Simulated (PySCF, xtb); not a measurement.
CH, SMILES [CH] (connectivity only; charge and spin as stated), charge +1, multiplicity 1.

xtb with GFN2-xTB at its own geometry gives an orbital gap of 0.51 eV.

Geometry optimised at B3LYP-D3(BJ)/def2-TZVPD.

**Question.** What does PBE/def2-TZVPD in PySCF give? (The exact figures need the calculation; the answer reports its results.)

**Answer.** gap 2.15 eV (levels -18.27 and -16.12 eV).
